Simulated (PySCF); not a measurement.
# BH3O (BH2(OH)) at SVWN5/STO-6G

Aim: the vertical ionisation energy of BH3O (BH2(OH)) at SVWN5/STO-6G, from 2 runs. Input form: a Python script.

The calculation is run with PySCF 2.14.0.

11 further runs of the same task are left out: 11 set aside as unsound or not needed.

**1. The molecule**

BH3O: 5 atoms, total charge 0, spin state singlet. SMILES: `[H]B([H])O`. The shape is that of a GFN2-xTB optimisation.

Bond lengths: B1–O4 1.325 Å, B1–H2 1.172 Å, B1–H3 1.182 Å, O4–H5 0.958 Å. Angles: B1–O4–H5 117.9°, H2–B1–O4 115.8°, H3–B1–O4 122.8°, H2–B1–H3 121.4°.

**2. The energy at SVWN5/STO-6G**

Input file input.py:

```python
from pyscf import gto, dft

mol = gto.M(
    atom='''
B      0.270970     0.302480    -0.108500
H      1.403550     0.390040    -0.395610
H     -0.432910     1.251360    -0.080700
O     -0.159420    -0.918700     0.174490
H     -1.082200    -1.025180     0.410320
''',
    charge=0,
    basis='sto-6g',
    verbose=4,
    max_memory=1860,
)

myscf = dft.RKS(mol, xc='svwn')
myscf.grids.level = 5
myscf.conv_tol = 1e-10
myscf.kernel()
if not myscf.converged:
    myscf = myscf.newton().run(myscf.mo_coeff, myscf.mo_occ)

etot = myscf.e_tot
print('E(%s) = %.9f' % ('SVWN5', etot))
```

Started as:

```console
OMP_NUM_THREADS=1 python input.py
```

The program printed:

```text
PySCF version 2.14.0

[INPUT] num. atoms = 5
[INPUT] num. electrons = 16
[INPUT] charge = 0
[INPUT] spin (= nelec alpha-beta = 2S) = 0
[INPUT] symmetry False subgroup None
[INPUT] Mole.unit = angstrom
[INPUT] Symbol           X                Y                Z      unit          X                Y                Z       unit  Magmom
[INPUT]  1 B      0.270970000000   0.302480000000  -0.108500000000 AA    0.512059087973   0.571604358158  -0.205035284515 Bohr   0.0
[INPUT]  2 H      1.403550000000   0.390040000000  -0.395610000000 AA    2.652325102133   0.737068777625  -0.747594552139 Bohr   0.0
[INPUT]  3 H     -0.432910000000   1.251360000000  -0.080700000000 AA   -0.818081336585   2.364727683236  -0.152500898252 Bohr   0.0
[INPUT]  4 O     -0.159420000000  -0.918700000000   0.174490000000 AA   -0.301260138778  -1.736091390638   0.329738311475 Bohr   0.0
[INPUT]  5 H     -1.082200000000  -1.025180000000   0.410320000000 AA   -2.045061612004  -1.937309428382   0.775392423432 Bohr   0.0

nuclear repulsion = 30.8085109473902
number of shells = 9
number of NR pGTOs = 78
number of NR cGTOs = 13
basis = sto-6g
ecp = {}

******** <class 'pyscf.dft.rks.RKS'> ********
method = RKS
initial guess = minao
damping factor = 0
level_shift factor = 0
DIIS = <class 'pyscf.scf.diis.CDIIS'>
diis_start_cycle = 1
diis_space = 8
diis_damp = 0
SCF conv_tol = 1e-10
SCF conv_tol_grad = None
SCF max_cycles = 50
direct_scf = True
direct_scf_tol = 1e-13
XC library pyscf.dft.libxc version 7.0.0
    S. Lehtola, C. Steigemann, M. J.T. Oliveira, and M. A.L. Marques.,  SoftwareX 7, 1–5 (2018)
XC functionals = svwn
    P. A. M. Dirac.,  Math. Proc. Cambridge Philos. Soc. 26, 376 (1930)
    F. Bloch.,  Z. Phys. 57, 545 (1929)
    S. H. Vosko, L. Wilk, and M. Nusair.,  Can. J. Phys. 58, 1200 (1980)
radial grids:
    Treutler-Ahlrichs [JCP 102, 346 (1995); DOI:10.1063/1.469408] (M4) radial grids

becke partition: Becke, JCP 88, 2547 (1988); DOI:10.1063/1.454033
pruning grids: <function nwchem_prune>
grids dens level: 5
symmetrized grids: False
atomic radii adjust function: <function treutler_atomic_radii_adjust>
small_rho_cutoff = 0
Set gradient conv threshold to 1e-05
Initial guess from minao.
tot grids = 156760
init E= -100.713937085156
  HOMO = -0.302017736062094  LUMO = -0.020485120292401  gap/eV = 7.66089
cycle= 1 E= -100.565431598036  delta_E= 0.149  |g|= 0.469  |ddm|= 2.49
  HOMO = -0.0427237434863702  LUMO = 0.124343184457064  gap/eV = 4.54612
cycle= 2 E= -100.201024104693  delta_E= 0.364  |g|= 1.26  |ddm|= 1.76
  HOMO = -0.159674448436886  LUMO = 0.0871444073590613  gap/eV = 6.71628
cycle= 3 E= -100.635959266949  delta_E= -0.435  |g|= 0.0569  |ddm|= 1.27
  HOMO = -0.16826116424323  LUMO = 0.0694928054887297  gap/eV = 6.46962
cycle= 4 E= -100.637487626473  delta_E= -0.00153  |g|= 0.0197  |ddm|= 0.136
  HOMO = -0.168328719315263  LUMO = 0.0714382976985973  gap/eV = 6.52439
cycle= 5 E= -100.637613944632  delta_E= -0.000126  |g|= 0.00419  |ddm|= 0.0229
  HOMO = -0.168726183048331  LUMO = 0.07110140149371  gap/eV = 6.52604
cycle= 6 E= -100.637619962033  delta_E= -6.02e-06  |g|= 0.000531  |ddm|= 0.00511
  HOMO = -0.168763562829012  LUMO = 0.0711130485035815  gap/eV = 6.52738
cycle= 7 E= -100.637620052483  delta_E= -9.04e-08  |g|= 5.45e-05  |ddm|= 0.000579
  HOMO = -0.168769272377012  LUMO = 0.0711132387976658  gap/eV = 6.52754
cycle= 8 E= -100.637620053511  delta_E= -1.03e-09  |g|= 2.92e-06  |ddm|= 7.32e-05
  HOMO = -0.168769101974478  LUMO = 0.071113568119308  gap/eV = 6.52754
cycle= 9 E= -100.637620053514  delta_E= -3.64e-12  |g|= 7.71e-07  |ddm|= 6.37e-06
  HOMO = -0.168768909727241  LUMO = 0.0711136070795272  gap/eV = 6.52754
Extra cycle  E= -100.637620053514  delta_E= 5.4e-13  |g|= 1.64e-06  |ddm|= 2.8e-06
converged SCF energy = -100.637620053514
E(SVWN5) = -100.637620054
```

Wall time 1.8 s (1 thread of Arm Neoverse V2, shared host); peak memory 0.14 GiB.

**3. The doublet cation, same level**

Input file calc.py:

```python
from pyscf import gto, dft

mol = gto.M(
    atom='''
B    0.270970   0.302480  -0.108500
H    1.403550   0.390040  -0.395610
H   -0.432910   1.251360  -0.080700
O   -0.159420  -0.918700   0.174490
H   -1.082200  -1.025180   0.410320
''',
    verbose=3,
    spin=1,
    basis='sto-6g',
    charge=1,
    max_memory=1860,
)

mf = dft.UKS(mol)
mf.xc = 'svwn'
mf.conv_tol = 1e-10
mf.grids.level = 5
mf.kernel()
if not mf.converged:
    mf = mf.newton().run(mf.mo_coeff, mf.mo_occ)

e_tot = mf.e_tot
print('E(%s) = %.9f' % ('SVWN5', e_tot))
```

Started as:

```console
OMP_NUM_THREADS=1 python calc.py
```

The program printed:

```text
converged SCF energy = -100.278858359568  <S^2> = 0.75125836  2S+1 = 2.001258
E(SVWN5) = -100.278858360
```

Wall time 2.4 s (1 thread of Arm Neoverse V2, shared host); peak memory 0.14 GiB.

**4. Summary of results**

At SVWN5/STO-6G:

```
                                          quantity          value
                        singlet BH3O: total energy  -100.63762 Eh
                       singlet BH3O: dipole moment         2.07 D
                         singlet BH3O: HOMO energy       -4.59 eV
                         singlet BH3O: LUMO energy        1.94 eV
                       singlet BH3O: HOMO–LUMO gap        6.53 eV
                      doublet cation: total energy  -100.27886 Eh
doublet cation: HOMO energy (highest over α and β)      -16.04 eV
 doublet cation: LUMO energy (lowest over α and β)      -14.83 eV
                              doublet cation: ⟨S²⟩          0.751
vertical ionisation energy (to the doublet cation)       9.762 eV
```

In words: The vertical ionisation energy comes to 9.76 eV (225 kcal/mol). −ε(HOMO) before ionisation, 4.59 eV, is 5.17 eV below this ionisation energy. In a minimal basis such a difference can be off by several eV, whatever the method.
